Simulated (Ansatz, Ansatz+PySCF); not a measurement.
```xyz
2

S     0.0072    0.0046   -0.0744
H     0.0028    0.0037    1.2832
```

Basis set: cc-pVTZ (spherical functions). Left uncorrelated: 5 orbitals. Charge 0, multiplicity 2.

Computed with Ansatz (development build ahead of 0.2.0); each method stands on the lowest determinant of its kind that the runs found.

Task: Give the atomization energy at this shape (free ground-state atoms in the same class of orbitals less the molecule, no zero-point energy) of doublet SH by UHF-MP2, UHF.

Result:

```tsv
method	atomization energy
UHF-MP2	81.92 kcal/mol
UHF	60.04 kcal/mol
```
